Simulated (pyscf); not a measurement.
[HO–AlH]• -> [O=Al]• + hydrogen (H₂), an elimination (doublet surface; Al–H, H–O broken, H–H formed). Optimised with ωB97X-D3(BJ)/def2-SVP in PySCF. Energies in kJ/mol from the reactant's lowest minimum found.

Small-basis levels: PySCF, no dispersion term, spherical d functions. AM1 to PM7: differences of heats of formation from MOPAC, which are fitted to 298 K values and so differ in kind from electronic energies by zero-point and thermal terms. GFN2-xTB: tblite. Open shells are spin-unrestricted. 

```csv
level,barrier,reaction energy
SVWN5/6-31G*,197.6,+194.8
BP86/6-31G*,…,+154.6
PBE/6-31G*,199.7,+161.1
B3LYP/6-31G*,222.7,+171.7
M06-2X/6-31G*,251.9,+201.1
B3LYP/6-311+G**,232.3,+187.7
B3LYP/def2-SVP,230.2,+197.6
GFN2-xTB,246.4,+201.2
AM1,…,+161.0
ωB97M-D3(BJ)/def2-TZVP,…,+196.6
```

**Question.** What belongs in the gaps?

**Answer.** 
- BP86/6-31G*, barrier: 198.8
- AM1, barrier: 285.9
- ωB97M-D3(BJ)/def2-TZVP, barrier: 234.3

Against the last row the barrier runs from -36.7 (SVWN5/6-31G*) to +51.6 kJ/mol (AM1). ωB97M-D3(BJ)/def2-TZVP has limits of its own. On the reactant side the descent ends in a point that may be a rotor saddle (no frequency run), 4.9 kJ/mol over the lowest minimum found and 241.8 kJ/mol under the saddle at ωB97X-D3(BJ)/def2-TZVP. At the saddle there is also a short Al–H contact that neither side keeps. At ωB97X-D3(BJ)/def2-TZVP the barrier from the zero used here is 246.6 kJ/mol. This is the saddle that the search found; another between the same sides may lie lower. The term symbol of open-shell O=Al was not checked; spin-orbit terms are left out.
